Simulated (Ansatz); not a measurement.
# Dissociation curves of PH (SMILES [PH])

PH has 2 atoms, charge 0, and is taken as a triplet. SMILES: `[PH]`. Geometry: relaxed at PBE0-D4/def2-TZVP.

```xyz
2

P     0.0000    0.0000   -0.0146
H     0.0000    0.0000    1.4137
```

The P1–H2 distance is scanned; the parts on either side stay rigid. Basis 3-21G, 5 core orbitals frozen in the correlated methods; program Ansatz 0.2.0. FCI is exact within this basis and core. Energies in eV from each method's value at 1.399 Å; open shells run as named; a dash marks a point that is missing or didn't converge. The shape above is that at 1.428 Å.

```csv
distance (Å),UHF,USVWN5,U-r2SCAN,RPA@PBE,UCCSD(T),UCCSDT,FCI
1.399,0.00,0.00,0.00,0.00,0.00,0.00,0.00
1.428,-0.02,-0.04,-0.03,-0.03,-0.03,–,-0.03
1.749,0.50,0.31,0.40,0.29,0.31,0.31,0.31
1.785,0.59,0.40,0.49,0.37,0.39,–,0.39
2.099,1.13,1.25,1.34,1.11,1.08,1.07,1.07
2.142,1.18,1.38,1.45,1.21,1.17,–,1.16
2.798,1.46,2.71,2.43,2.18,2.00,1.99,1.99
2.857,1.47,2.78,2.47,2.20,2.03,–,2.02
3.498,1.51,3.12,2.70,2.24,2.17,2.16,2.16
3.571,1.51,3.14,2.71,2.24,2.17,–,2.17
```

Departure from the FCI curve at its largest: UHF -0.66 eV at 3.57 Å; USVWN5 +0.97 eV at 3.57 Å; U-r2SCAN +0.54 eV at 3.57 Å; RPA@PBE +0.19 eV at 2.80 Å; UCCSD(T) +0.01 eV at 2.86 Å; UCCSDT within 0.005 eV. For the functionals part of the departure is owed to the small basis.
